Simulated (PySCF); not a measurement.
**What an electron can do to OH**

PBE0 in PySCF with def2-TZVPPD on every atom, for the lowest determinant that a PBE0 search found; no spin–orbit coupling.

| species | state (unpaired electrons) | Re (Å) | ωe (cm⁻¹) | energy of the minimum from the neutral (eV) | De (eV) | dissociates to |
| --- | --- | --- | --- | --- | --- | --- |
| OH | doublet (π ↑) | 0.971 | 3770 | 0.00 | 4.58 | H + O |
| OH⁺ | triplet (π ↑↑) | 1.032 | 3105 | 13.01 | 5.21 | H⁺ + O |
| OH⁻ | singlet (closed shell) | 0.961 | 3830 | -1.61 | 4.81 | H + O⁻ |

**Question.** Work out the lowest energy to break OH into atoms, from its vibrational ground state.

**Answer.** D0 = De − ωe/2 = 4.58 − 0.23 = 4.35 eV (PBE0/def2-TZVPPD).

**Question.** Work out the ionisation energy of the H atom at this level and the threshold of dissociative ionisation.

**Answer.** IE(H) = 13.01 + 5.21 − 4.58 = 13.64 eV, so H⁺ + O + e⁻ appears at D0 + IE(H) = 17.99 eV (PBE0/def2-TZVPPD). The measured IE(H) is 13.598 eV (NIST ASD).

**Question.** Work out the electron affinity of the O atom and the threshold of dissociative attachment.

**Answer.** EA(O) = 4.58 − 4.81 − (-1.61) = 1.38 eV, so H + O⁻ needs D0 − EA(O) = 2.97 eV (PBE0/def2-TZVPPD). The measured EA(O) is 1.461 eV.

**Question.** At which energy does ion-pair formation open?

**Answer.** H⁺ + O⁻ lies at D0 + IE(H) − EA(O) = 16.61 eV (PBE0/def2-TZVPPD).

These are thermodynamic thresholds; the onsets seen under electron impact lie higher where the geometry changes, and cross-sections peak well above them.

For an ion De counts to the pair picked by the measured ionisation energies or electron affinities, which need not be the lowest pair at this level. The highest Kohn–Sham level is positive in this anion. Much of that is self-interaction error, but it also means that the finite basis helps to hold the extra electron. States were picked by a PBE0 search and need not be the measured ground states.
